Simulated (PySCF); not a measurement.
Homolysis of single bonds, series Ga F-SiH3. Gas-phase values, no solvent. Strings in code marks are SMILES.

Level of theory: PySCF 2.14.0 with PBE-D3(BJ)/def2-TZVP // B3LYP-D3(BJ)/def2-TZVP. 

```tsv
species	dipole moment (D)
whole molecule (`[F][Ga]([F])[F]`)	0.00
whole molecule (`[F][Ga]([F])[SiH3]`)	[?]
radical fragment (`[F][Ga][SiH3]`)	2.27
radical fragment (`[SiH3]`)	0.03
whole molecule (`[F][Ga]([SiH3])[SiH3]`)	2.05
whole molecule (`[SiH3][Ga]([SiH3])[SiH3]`)	0.06
```

Task: Fill in the missing entries.

Result: 
- whole molecule (`[F][Ga]([F])[SiH3]`), dipole moment (D): 3.55
